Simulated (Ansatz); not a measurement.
# HBN, quartet: reading a ladder of total energies

Geometry: a point of a stretch scan, not a stationary point.

```xyz
3

B     0.0000   -0.2157    0.7497
N     0.0000    0.0570   -0.7283
H     0.0000    1.5210    2.0806
```

Basis 6-31G; Ansatz 0.2.0. Only valence electrons are correlated (noble-gas cores frozen), which leaves 9 electrons in 18 orbitals. Prefix R: restricted or restricted open-shell reference.

Full CI is exact within this basis and frozen core; it isn't the basis-set limit.

The cluster runs stand on a determinant 0.60 eV above the lowest RHF solution, chosen by trial CCSD; the correlation energy below is counted from it.

Runs differ by some tens of microhartree through their thresholds and, for an open shell, their frozen cores, so steps under 0.03 kcal/mol mean nothing.

```
                                 level  total energy (hartree)
RHF determinant under the cluster runs              -79.405908
                                 RCCSD              -79.575936
                              RCCSD(T)              -79.583701
                                RCCSDT              -79.585310
                             RCCSDT(Q)              -79.586250
                               RCCSDTQ              -79.586213
                               full CI              -79.586240
```

Problem. What is the correlation energy at full CI, and what share of it do RMP2 and RCCSDT recover?

Solution. E(corr) = -79.586240 − (-79.405908) = -0.180332 hartree = -4.907 eV. RCCSD: -0.170028 / -0.180332 = 94.29 %. RCCSDT: -0.179402 / -0.180332 = 99.48 %.

Problem. By how many kcal/mol does RCCSD(T) miss full CI (1 hartree = 627.509 kcal/mol), and which steps make up the rest?

Solution. -79.583701 − (-79.586240) = 0.002539 hartree = 1.59 kcal/mol. Steps: RCCSDT − RCCSD(T) = -1.01, RCCSDT(Q) − RCCSDT = -0.59, RCCSDTQ − RCCSDT(Q) = 0.02, full CI − RCCSDTQ = -0.02 kcal/mol. Differences between like states or geometries often cancel part of this.
